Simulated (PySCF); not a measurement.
Calculation: ωB97X-D3(BJ)/def2-TZVP // PBE0-D3(BJ)/def2-TZVP (PySCF). All species are isolated molecules in the gas phase. One relaxed conformer stands for a flexible species; it need not be the lowest. Delta-SCF ions had no search for a lower state. 

Reference species (SMILES): `S[SiH2]S` (H–S–Si–S torsion 56°, S–Si–S–H torsion 56°) (neutral, multiplicity 1).

* **vertical ionisation energy (Delta-SCF)**: 9.91 eV
* **HOMO–LUMO gap**: 11.89 eV

Changed species: `[SiH4]` (4 of 4 SH replaced by H; the reference has 2 of 4 SH replaced by H).

Q: What does the change do to the vertical ionisation energy (Delta-SCF) and HOMO–LUMO gap?

A: the vertical ionisation energy (Delta-SCF) rises by 2.85 eV, to 12.76 eV; the HOMO–LUMO gap increases by 3.57 eV, to 15.46 eV.
